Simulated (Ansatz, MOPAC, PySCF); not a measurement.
Barrier height from CH3 (SMILES [CH3]) + H2 to the transition structure CH5, without zero-point energy, on the benchmark's geometries as Psi4's copy of the set gives them.
Transition structure (charge 0, multiplicity 2):
```tsv
atom	x (Å)	y (Å)	z (Å)
C	0.0000	0.2648	0.0000
H	1.0534	0.5167	0.0000
H	-0.5266	0.5170	0.9123
H	-0.5266	0.5170	-0.9123
H	-0.0003	-1.1178	0.0000
H	0.0001	-2.0218	0.0000
```

Open shells are unrestricted; no spin–orbit coupling.

Cores are frozen in the correlated methods. CBS(a, b) extrapolates the correlation energy as X⁻³ and adds the Hartree–Fock energy of set b. The state that AM1, PM3, PM6, PM7 reach isn't checked; PM7 holds dispersion and hydrogen-bond terms.

Run with Ansatz (Gaussian orbitals); MOPAC for AM1, PM3, PM6, PM7 (differences of heats of formation); PySCF for the dispersion terms. Values without a source in brackets are computed.

Other levels give for the barrier height: PBE/def2-TZVPPD 0.164; B3LYP/def2-TZVPPD 0.378; B3LYP-D3(BJ)/def2-TZVPPD 0.339; wB97M-V/def2-TZVPPD 0.443; CCSD(T)/CBS(aug-cc-pVDZ, aug-cc-pVTZ) 0.508 eV.

Q: What do these common cheap choices give for the same quantity: AM1, PM3, PM6, PM7?

A: AM1 0.688; PM3 0.543; PM6 0.908; PM7 1.029 eV. They span 0.543 to 1.029 eV.

The set's own value is 12.1 kcal/mol (Zhao et al., J. Phys. Chem. A 109, 2012 (2005), HTBH38), an estimate for the real system.

Ansatz is an electronic-structure program.
